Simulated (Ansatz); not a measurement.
What does this script print? It uses the Ansatz DFT code, driven from Python.

`c2h5no3.xyz`
```text
11

N     0.10650   -0.91140   -1.46260
C     0.35740    0.19410   -0.67160
O     0.68890    1.27910   -1.14400
C     0.27880   -0.04370    0.85110
O     0.30270    1.12710    1.58970
O    -1.04940   -0.62860    1.12930
H    -0.48560   -1.61430   -1.09450
H     0.06950   -0.68390   -2.47860
H     1.00200   -0.72110    1.21350
H     0.47820    1.84570    0.98180
H    -1.68360    0.09990    1.10640
```

The script, `run_energy.py`:
```python
"""Single point of C2H5NO3 in a Gaussian basis."""

import ansatz as az
import numpy as np

molecule = az.Crystal.molecule_from_extxyz("c2h5no3.xyz")

setup = (
    molecule.calculation()
    .basis(gaussian="def2-SVP")
    .functional("B3LYP")
    .forces()
)
res = setup.run()
summary = res.report

for key in ("converged", "free_energy_ev", "reference_energy_ev", "n_frozen", "n_occupied", "n_virtual"):
    print(f"{key:22s} {summary[key]}")

field = summary["mean_field"]
print("<S^2> =", round(abs(field["state"]["spin_squared"]), 4), " all-electron relativity setting:", field["relativity"])
print("passes:", field["passes"])
if "symmetry" in field:
    print("occupied orbitals by irrep:", field["symmetry"]["occupied"])

symbols = [site.symbol for site in molecule.cartesian_sites]
forces = np.array(summary["forces_ev_ang"])
print("largest force", round(float(np.linalg.norm(forces, axis=1).max()), 4), "eV/A, rms", round(float(np.sqrt((forces ** 2).mean())), 4))

charges = summary["charge_distribution"]
dipole = np.array(charges["dipole_moment_e_ang"]) * 4.803205
print("dipole (D): {:.3f} {:.3f} {:.3f}, length {:.3f}".format(*dipole, np.linalg.norm(dipole)))
print("atom  Mulliken   Lowdin")
for symbol, m, l in zip(symbols, charges["mulliken_charges_e"], charges["lowdin_charges_e"]):
    print(f"{symbol:4s} {m:9.3f} {l:8.3f}")
```

Output of `python run_energy.py`:
```text
converged              True
free_energy_ev         -9779.17563189079
reference_energy_ev    -9779.17563189079
n_frozen               0
n_occupied             [24, 24]
n_virtual              [85, 85]
<S^2> = 0.0  all-electron relativity setting: none
passes: {'evaluations': 17, 'products': 12}
occupied orbitals by irrep: [{'A': 24}, {'A': 24}]
largest force 4.144 eV/A, rms 1.0315
dipole (D): -1.034 -1.350 -1.623, length 2.351
atom  Mulliken   Lowdin
N       -0.098    0.194
C        0.018   -0.268
O       -0.254    0.003
C        0.325   -0.057
O       -0.248    0.149
O       -0.341    0.054
H        0.122   -0.004
H        0.144    0.040
H        0.014   -0.029
H        0.161   -0.046
H        0.159   -0.035
```

Total energies depend on the basis set; only differences at equal settings carry meaning. The geometry is a force-field or estimated start, not a minimum of this method, and the basis set is short of its limit. The Löwdin charges here are taken after orthogonalising the functions within each atom; they differ from plain Löwdin charges, and their signs can be unphysical. b3lyp holds the VWN-RPA fit, as in Gaussian; the form of ORCA and Turbomole is b3lyp5. Finished in 5.3 s on 1 thread of Arm Neoverse V1, with other jobs on the host, peak memory 0.29 GiB.
